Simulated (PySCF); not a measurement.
Formyl chloride, CHClO.
SMILES: `O=CCl`

Linear response at B3LYP/def2-SVPD (PySCF, frozen core in the response, non-relativistic). Isolated species at its PBE0-D3(BJ)/def2-SVP geometry, gas phase.

Static isotropic polarisability: 31.85 au (4.72 Å³), principal values 23.1, 29.2, 43.2 au.

Problem. What is the polarisability at 1064 nm and at the sodium D line?

Solution. 32.11 au at 1064 nm (+0.8 %), 32.73 au at 589.3 nm (+2.8 %). The rise at 589.3 nm is 3.37 times that at 1064 nm; a pure ω² law gives 3.26. The lowest singlet lies at 246 nm, shorter than both wavelengths.

Problem. What is the isotropic C6 coefficient between two such molecules, C6 = (3/π)∫α(iω)² dω?

Solution. 424.8 au (Eh·bohr⁶) by a ten-point quadrature over imaginary frequencies, which is 254 eV·Å⁶ or 24.5 J·nm⁶/mol.

Problem. Which effective excitation energy ω̄ makes London's formula C6 = (3/4)α²ω̄ exact here?

Solution. ω̄ = 4·C6/(3α²) = 0.559 Eh = 15.2 eV. A one-pole form α(ω) = α/(1 − ω²/ω̄²) fitted to the 1064 nm value gives 12.9 eV.

Problem. What three-body coefficient follows from the one-pole estimate C9 = (3/4)·α·C6?

Solution. 10100 au. This is an estimate from the two numbers above, not a computed integral.

Problem. How many electrons N does the Slater–Kirkwood formula C6 = (3/4)·√N·α^(3/2) need to give this C6?

Solution. N = (4·C6/3)²/α³ = 9.9; the species has 32 electrons in all.

Problem. What does −C6/R⁶ come to at R = 6 Å between centres?

Solution. -520 J/mol. This is the leading, orientation-averaged term; C8 and higher terms are left out.

Problem. What molar refraction at the D line follows from R = (4π/3)·N_A·α′, with α′ the polarisability volume?

Solution. α′ = 4.85 Å³ gives R = 12.24 cm³/mol, for isolated, non-vibrating species.

Problem. What n − 1 at the D line would an ideal gas of it have at 273.15 K and 1 atm (2.6868 × 10¹⁹ cm⁻³), by n − 1 = 2π·N·α′?

Solution. 8.19 × 10⁻⁴, a formal value whether or not that pressure can be reached.

Problem. The lowest 6 singlets have (eV, f): 5.03, 0.000; 6.07, 0.000; 6.69, 0.025; 8.00, 0.007; 8.07, 0.179; 8.08, 0.006. What share of the static polarisability do they carry in the sum over states α = Σ f/ω²?

Solution. 2.59 au, 8.1 % of α; the largest term, 2.03 au, is that of the state at 8.07 eV. Their oscillator strengths add up to 0.22. Higher states carry the rest.

Time: 2.2 s; peak memory 0.34 GiB. Hardware: one thread, Intel Xeon at 2.80 GHz (x86_64), shared host. This is the whole response run at B3LYP/def2-SVPD, SCF included.
